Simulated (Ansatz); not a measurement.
Relaxation of C₃H₆O₂ (11 atoms, charge 0, multiplicity 1), to a largest force component of 0.02 eV/Å in at most 50 steps.

Level of theory: RKS PBE0/def2-SVP (Ansatz).

```xyz
11
Properties=species:S:1:pos:R:3:forces:R:3
C -1.352 0.751 0.640 -1.80 3.97 -0.50
O -0.661 1.162 -0.528 1.31 -1.02 1.12
C 0.384 0.384 -0.861 -2.33 -0.89 -3.33
C 0.962 -0.691 -0.229 -6.52 -4.02 2.73
O 1.991 -1.381 -0.703 1.59 -2.21 -0.08
H -2.219 1.529 0.745 1.33 -1.33 -0.03
H -0.750 0.846 1.530 0.53 -0.23 0.62
H -1.800 -0.183 0.504 -0.71 -2.12 -0.03
H 1.381 0.285 -0.472 5.99 6.67 0.64
H 0.465 -1.137 0.691 0.66 0.07 -0.22
H 2.149 -2.126 -0.069 -0.05 1.10 -0.92
```

Problem. Where does it end, and by what steps?

Solution. The run converged. After 13 steps the energy has fallen by 4.781 eV; H9 moved furthest, 1.02 Å. Parted: C4–H9 (1.09 → 2.11 Å).

```tsv
step	energy less start (eV)	largest force component (eV/Å)	accepted
0	0.0000	6.673	yes
1	-1.2605	3.753	yes
2	-1.9395	1.976	yes
3	-2.5363	3.091	yes
4	-3.2394	3.746	yes
5	-4.0999	2.443	yes
6	-4.5660	0.935	yes
7	-4.7363	0.389	yes
8	-4.7660	0.344	yes
9	-4.7494	0.314	no
10	-4.7792	0.098	yes
11	-4.7802	0.025	yes
12	-4.7805	0.022	yes
13	-4.7806	0.007	yes
```

```xyz
11
Properties=species:S:1:pos:R:3
C -1.348 0.761 0.650
O -0.418 1.224 -0.283
C 0.621 0.415 -0.577
C 0.856 -0.818 -0.104
O 1.906 -1.546 -0.587
H -2.112 1.541 0.763
H -0.880 0.573 1.634
H -1.834 -0.174 0.312
H 1.302 0.862 -1.305
H 0.199 -1.310 0.621
H 2.259 -2.088 0.124
```

Whether the end is a true minimum wasn't checked by a vibrational analysis.

The run took 53 s on 2 threads of Arm Neoverse N1, with other jobs on the host, peak memory 0.2 GiB.
